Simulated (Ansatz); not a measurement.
# Wavefunction methods compared: HCO, doublet

Computed with Ansatz's Gaussian-basis code (development build); BCCD by scripts on PySCF. Basis STO-3G, 2 core orbitals frozen, nonrelativistic. Perturbation and coupled-cluster methods stand on the Hartree–Fock determinant that coupled cluster favours; RHF here means ROHF, with semicanonical perturbation theory. The state met can differ between shapes. Small basis; these aren't basis-limit values. The unrestricted determinant is a mixture of spins, so it may stand for another state.

Shape A:

```xyz
3

C     0.0000    0.0000    0.0000
H     0.0000    0.9200   -0.6300
O     0.0000    0.0000    1.4112
```

Shape B:

```xyz
3

C     0.0000    0.0000    0.0000
H     0.0000    0.9200   -0.6300
O     0.0000    0.0000    1.1407
```

Shape C. A bond is stretched, to 2.57 times the sum of the covalent radii.

```json
{"atom": "C", "x (Å)": "0.0000", "y (Å)": "0.0000", "z (Å)": "0.0000"}
{"atom": "H", "x (Å)": "0.0000", "y (Å)": "2.2724", "z (Å)": "-1.5561"}
{"atom": "O", "x (Å)": "0.0000", "y (Å)": "0.0000", "z (Å)": "1.1760"}
```

Correlation energy of CCSD(T), then each method's total less that of CCSD(T), in eV:

```tsv
case	E corr CCSD(T)	CCSD	BCCD	BCCD(T)	determinant
A RHF	-5.032	+0.270	+0.373	+0.059	0.43 eV over the lowest such Hartree–Fock solution met
A UHF	-3.349	+0.062	+0.389	+0.101	⟨S²⟩ = 1.521
B RHF	-3.542	+0.102	+0.131	+0.007	–
C RHF	-4.031	+0.241	+0.294	+0.002	–
```

(1) How far does full CI lie from CCSD(T) in each case, and where is CCSD(T) within 1 kcal/mol (0.043 eV)?

(2) Which method comes nearest to full CI in total energy for A UHF?

## Answers

(1) A RHF: -0.085 eV (outside); A UHF: -0.042 eV (within, spin-contaminated determinant); B RHF: -0.030 eV (within); C RHF: -0.025 eV (within).

(2) CCSD(T), 0.042 eV away; next CCSD (0.104 eV), last BCCD (0.431 eV).
